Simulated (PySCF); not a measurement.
Computed data sheet: `C[CH2][AlH3-]`

C₂H₈Al (charge -1).
Numbering: `[CH3:1][CH2:2][AlH3-:3]` (hydrogens: H4, H5, H6 on C1; H7, H8 on C2; H9, H10, H11 on Al3)

Cartesian coordinates in Å at the PBE0-D3(BJ)/def2-SVP level; atoms count from 1:
```xyz
11
C2H8Al angstrom
C     -1.4586    0.2328   -0.3403
C     -0.3953   -0.4410    0.5228
Al     1.5222   -0.0593   -0.0502
H     -2.5059    0.0192   -0.0372
H     -1.3445    1.3318   -0.3309
H     -1.3675   -0.0725   -1.3985
H     -0.5213   -0.1251    1.5779
H     -0.5618   -1.5366    0.5273
H      1.7299   -0.5756   -1.6089
H      2.5771   -0.8505    0.9462
H      1.7943    1.5706    0.0300
```

PBE0-D3(BJ)/def2-SVP geometry optimisation, gas phase (PySCF):

```yaml
Point_group: Cs
Rotational_constants_A_B_C: 21.632, 4.407, 4.061 GHz
```

From PBE/pcSseg-2 ground state and GIAO shieldings, non-relativistic (PySCF):

```yaml
HOMO_energy: -0.88 eV
LUMO_energy: 3.64 eV
HOMO–LUMO_gap: 4.52 eV
13C_chemical_shifts_computed_TMS_as_zero_by_class: 17.4 (C1), 6.8 (C2) ppm
1H_chemical_shifts_computed_TMS_as_zero_by_class: 3.68 (H9/H10/H11), 1.22 (H4/H5/H6), -0.28 (H7/H8) ppm
Isotropic_shieldings_of_nuclei_other_than_C_and_H_by_class: 439 (Al3) ppm
```

delta-SCF UKS SCAN, pcX-2 on the ionised atom, pcseg-1 elsewhere, spin-free X2C (PySCF):

```yaml
Core_binding_energies: C1s 284.6 (C2), C1s 286.3 (C1), Al1s 1559.6 (Al3) eV
```

Monoisotopic mass of the ion (most abundant isotopes, electron mass counted): 59.0447 u.

With B = h/(8π²I), that is 505.379 GHz u Å² over I, the principal moments of inertia are 23.4, 114.7 and 124.4 u Å² (most abundant isotopes). The rotational constants make it an asymmetric top with κ = (2B − A − C)/(A − C) = -0.96, nearer the prolate limit (−1).

Geometry: PBE0-D3(BJ)/def2-SVP; no solvent or vibrations. The geometry's basis has no diffuse functions, a weakness for an anion. NMR classes are plain means over equivalent atoms (diastereotopic ones count apart unless rotation or inversion swaps them), as if these changed places fast; in this geometry the members of some classes differ. No diffuse functions stand in pcSseg-2, which bears on an anion's orbital energies.
